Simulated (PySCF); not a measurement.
The dipole of `F[SiH2]F` (difluorosilane) from its density and from atomic charges.

Coordinates (PBE0-D3(BJ)/def2-SVP, Å) and charges (e) from the PBE0/pcSseg-1 density (PySCF):

```
atom       x       y       z  Mulliken      IAO  Hirshfeld  ESP-fitted
  F1  -1.257  -0.941  -0.120   -0.4234  -0.5239    -0.2005     -0.3047
 Si2   0.000   0.061   0.000   +1.1225  +1.3570    +0.5264     +0.8586
  F3   1.345  -0.820  -0.117   -0.4234  -0.5240    -0.2006     -0.3046
  H4  -0.027   0.696   1.336   -0.1379  -0.1546    -0.0628     -0.1251
  H5  -0.045   1.010  -1.134   -0.1378  -0.1544    -0.0626     -0.1242
```

Q: Compute μ = Σ q r for each scheme (1 e·Å = 4.803 D) and compare with the dipole of the full density.

A: The full density gives (-0.08, 1.74, 0.22) D, 1.76 D in size; dipole vectors point from the negative to the positive end.

```csv
scheme,μx,μy,μz,size (D),share of the full size (%),angle to the full dipole (°)
Mulliken,-0.13,2.78,0.35,2.80,160,0
IAO,-0.17,3.56,0.45,3.59,205,0
Hirshfeld,-0.06,1.34,0.17,1.35,77,0
ESP-fitted,-0.08,1.81,0.22,1.82,104,0
```

Q: Which set comes closest?

A: Length of the difference vector: ESP-fitted 0.07 D, Hirshfeld 0.41 D, Mulliken 1.05 D, IAO 1.84 D. Closest: ESP-fitted. 

Q: What is left for the Hirshfeld atoms' own dipoles?

A: The shares of the density sum to the whole, so what Σ q r misses lies in dipoles about the nuclei. The atomic dipoles sum to (-0.08, 1.74, 0.22) − (-0.06, 1.34, 0.17) = (-0.02, 0.40, 0.05) D, 0.41 D in size.

Q: With the origin at the mean of the coordinates, (0.003, 0.001, -0.007) Å, which are the largest single terms, by size, of the IAO dipole along the direction of the full one?

A: F3 +2.24, F1 +2.24, H5 -0.64, H4 -0.64, Si2 +0.39 D; all 5 atoms together +3.59 D. The single terms depend on the origin, their sum doesn't.

Q: Give the size of the full dipole in other units.

A: 1.76 D = 0.691 au = 0.365 e·Å = 5.86 × 10⁻³⁰ C·m.

Isolated species at its PBE0-D3(BJ)/def2-SVP geometry, gas phase.

These values come from a run that also computed NMR shieldings. Hardware: one thread of an Arm Neoverse V1, on a shared host. Cost: 2.6 s of wall time.
